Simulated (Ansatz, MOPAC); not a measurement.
System: SiCl₃ (charge 0, doublet). SMILES: Cl[Si](Cl)Cl

Atoms: Si1, Cl2, Cl3, Cl4. Bonds: Si1-Cl2, Si1-Cl3, Si1-Cl4.

Bond lengths (Å) and angles (degrees) optimised at PM3 with MOPAC; PM7 with MOPAC; MNDO with MOPAC; HF/3-21G with Ansatz (a program for electronic structure); B3LYP/6-31G* with Ansatz; MP2/6-31G* with Ansatz, each started from the B3LYP-D3(BJ)/def2-TZVP structure (Ansatz) of the last column. A row stands for all coordinates that are equal there. 6-31G* holds six Cartesian d functions. No wavenumbers were computed at MNDO, MP2/6-31G*, so these may be saddle points.

```tsv
coordinate	PM3	PM7	MNDO	HF/3-21G	B3LYP/6-31G*	MP2/6-31G*	B3LYP-D3(BJ)/def2-TZVP
Si1-Cl2	2.015	1.958	2.068	2.160	2.075	2.045	2.058
Cl2-Si1-Cl3	111.1	120.0	113.3	109.2	109.5	109.7	109.4
```

Mean signed difference of all 3 bond lengths from B3LYP-D3(BJ)/def2-TZVP: PM3 -0.044 Å, PM7 -0.100 Å, MNDO 0.010 Å, HF/3-21G 0.102 Å, B3LYP/6-31G* 0.016 Å, MP2/6-31G* -0.013 Å.
